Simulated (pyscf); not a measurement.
9 group-13 steps of one kind (four-centre exchange, closed-shell): reaction energy in kcal/mol, from the separated reactants or the lowest minimum found. Optimised with ωB97X-D3(BJ)/def2-SVP in PySCF. Functionals in def2-TZVP; the last column is ωB97M-D3(BJ)/def2-TZVP. Rows were drawn at random from the steps of this kind and element class whose saddle was verified and whose references are stable.

```json
[
 {"step": "H₃C–BH–CH₃ + H₂ → H₂B–CH₃ + CH₄", "PBE": "-3.1", "PBE0-D3(BJ)": "-3.2", "r²SCAN": "-2.9", "ωB97M-D3(BJ)": "-3.8"},
 {"step": "H₃C–BH–Cl + H₂ → H₂B–Cl + CH₄", "PBE": "-2.1", "PBE0-D3(BJ)": "-2.1", "r²SCAN": "-1.7", "ωB97M-D3(BJ)": "-2.7"},
 {"step": "HB=O + HF -> O=B–F + H₂", "PBE": "-17.8", "PBE0-D3(BJ)": "-16.9", "r²SCAN": "-19.2", "ωB97M-D3(BJ)": "-16.7"},
 {"step": "H₃C–GaH–CH₃ + HCl → H₃C–Ga(CH₃)–Cl + H₂", "PBE": "-29.6", "PBE0-D3(BJ)": "-30.4", "r²SCAN": "-31.8", "ωB97M-D3(BJ)": "-29.4"},
 {"step": "HF + H₂C=CH–B(F)–F -> F–B(F)–F + H₂C=CH₂", "PBE": "-27.6", "PBE0-D3(BJ)": "-27.4", "r²SCAN": "-29.4", "ωB97M-D3(BJ)": "-28.8"},
 {"step": "PH₃ + H₂B–PH₂ -> H₂P–BH–PH₂ + H₂", "PBE": "-3.7", "PBE0-D3(BJ)": "-3.7", "r²SCAN": "-4.0", "ωB97M-D3(BJ)": "-1.0"},
 {"step": "H₂N–GaH₂ + HF → H₂N–GaH–F + H₂", "PBE": "-18.6", "PBE0-D3(BJ)": "-17.6", "r²SCAN": "-20.7", "ωB97M-D3(BJ)": "-18.5"},
 {"step": "HO–BH–F + HF → HO–B(F)–F + H₂", "PBE": "-28.4", "PBE0-D3(BJ)": "-28.6", "r²SCAN": "-31.5", "ωB97M-D3(BJ)": "-29.1"},
 {"step": "H₃C–F + H₂B–F -> F–BH–F + CH₄", "PBE": "-62.5", "PBE0-D3(BJ)": "-63.0", "r²SCAN": "-64.8", "ωB97M-D3(BJ)": "-63.5"}
]
```

Differences from the last column (kcal/mol): PBE: mean 0.0, median +0.6, mean size 0.9, lower in 4 of 9; PBE0-D3(BJ): mean +0.1, median +0.5, mean size 0.9, lower in 3 of 9; r²SCAN: mean -1.4, median -2.3, mean size 1.8, lower in 7 of 9. PBE is closest for row 7 (0.2 kcal/mol apart) and farthest for row 6 (2.8 kcal/mol). PBE, r²SCAN and M06-2X carry no added dispersion term. The last column is a level with limits of its own. Elements up to Kr have no core potential and no relativistic terms here.
